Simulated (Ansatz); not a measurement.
A nudged elastic band was laid between two geometries of CH$_{5}$Si$_{2}$ (8 atoms, charge 0, multiplicity 2).

Theory: Ansatz 0.2.0, UKS B3LYP-D4/STO-3G.

* movable images: 5
* climbing image: yes
* spring: 5.0 eV/Å²
* optimiser: quadratic models (default)
* start path: IDPP
* force threshold: 0.05 eV/Å
* iteration limit: 60
* end points: relaxed

Initial state:

```xyz
8
Properties=species:S:1:pos:R:3
Si -1.181 1.023 -0.386
C 0.277 0.378 0.364
Si 0.651 -1.322 0.650
H -1.718 0.219 -1.465
H -1.104 2.420 -0.760
H 0.848 1.093 0.972
H 2.029 -1.585 1.009
H 0.197 -2.226 -0.385
```

Final state:

```xyz
8
Properties=species:S:1:pos:R:3
Si -0.794 1.111 -0.809
C 0.255 0.379 0.396
Si 0.655 -1.319 0.576
H -1.459 2.339 -0.423
H -1.707 0.200 -1.465
H 0.712 1.064 1.120
H 1.930 -1.628 1.190
H 0.408 -2.146 -0.586
```

Q: What changes between the two ends?

A: No bond is made or broken. The dihedral H5–Si1–C2–Si3 goes from -167 to 19°.

Q: Give the energies along the band, and the barrier.

A: The run converged. The highest image is number 3 of 0 to 6, 0.33 eV above the first end and 0.33 eV above the last; the last end lies 0.00 eV above the first. A vibrational analysis at the climbing image gives one clearly imaginary mode, 254i cm⁻¹: a first-order saddle point. Limits of this set-up: minimal basis.

```csv
image,path coordinate (Å),energy (eV),dihedral H5–Si1–C2–Si3 (°)
0,0.00,0.00,-167
1,0.78,0.08,-122
2,1.56,0.25,-89
3,2.35,0.33,-57
4,3.19,0.24,-24
5,4.02,0.05,9
6,4.86,0.00,19
```

Q: What is the geometry of the highest image?

A: 
```xyz
8
Properties=species:S:1:pos:R:3
Si -1.371 1.065 -0.151
C 0.078 0.297 0.716
Si 1.103 -0.875 0.084
H -2.316 0.030 -0.550
H -0.932 1.684 -1.396
H 0.287 0.642 1.734
H 2.217 -1.438 0.809
H 0.934 -1.404 -1.247
```

Q: What are the harmonic wavenumbers there?

A: 254i, 217, 350, 424, 612, 753, 793, 884, 887, 1068, 1128, 1150, 1332, 2559, 2609, 2642, 2704, 3402 cm⁻¹.

Time of the run: 47 s on 1 thread of Intel(R) Xeon(R) 6975P-C (Granite Rapids) (shared host), peak memory 0.12 GiB.
